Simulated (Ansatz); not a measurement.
## Relaxing Zn2As

These are results of DFT PBE, scalar-relativistic, plane waves, PAW (Ansatz), not measurements. Cutoff 420 eV, Γ-centred k mesh, Gaussian smearing, no spin polarisation in the final step.

A relaxed cell is given with its space group left out.

```
CELL_PARAMETERS angstrom
4.04391 0.00000 0.00000
0.00000 4.04391 0.00000
0.00000 0.00000 6.68459
ATOMIC_POSITIONS crystal
Zn 0.00000 0.00000 0.00000
Zn 0.50000 0.50000 0.00000
Zn 0.00000 0.50000 0.33472
Zn 0.50000 0.00000 0.66528
As 0.00000 0.50000 0.73515
As 0.50000 0.00000 0.26485
```

The zero of energy is the elements' standard structures at the same level; no fitted shifts are applied.

Problem. What space group does it have?

Solution. P4/nmm (No. 129). Conventional cell: a = 4.044 Å, c = 6.685 Å. Around Zn on Wyckoff site a (2 atoms of the primitive cell) lie 4 As at 2.69 Å and 8 Zn at 2.86–3.02 Å; Zn on Wyckoff site c (2 atoms of the primitive cell) has 1 As at 2.68 Å, 4 As at 2.90 Å and 4 Zn at 3.02 Å; As has 5 Zn at 2.68–2.69 Å and 4 Zn at 2.90 Å.

Problem. How far does it lie from the elements in energy?

Solution. 0.09 eV/atom.

Problem. Is it a metal?

Solution. Yes, bands cross the Fermi level on the 10×10×6 mesh.

The final run used a 10×10×6 mesh on its 6-atom cell and 0.10 eV smearing. For metals, differences of a few meV/atom aren't resolved. The cell came from a trial start, so Zn2As may not exist in this structure.

Cost: 3 runs of about 5.1 core-minutes in all, on Intel Xeon 6975P-C (Granite Rapids) (shared hosts).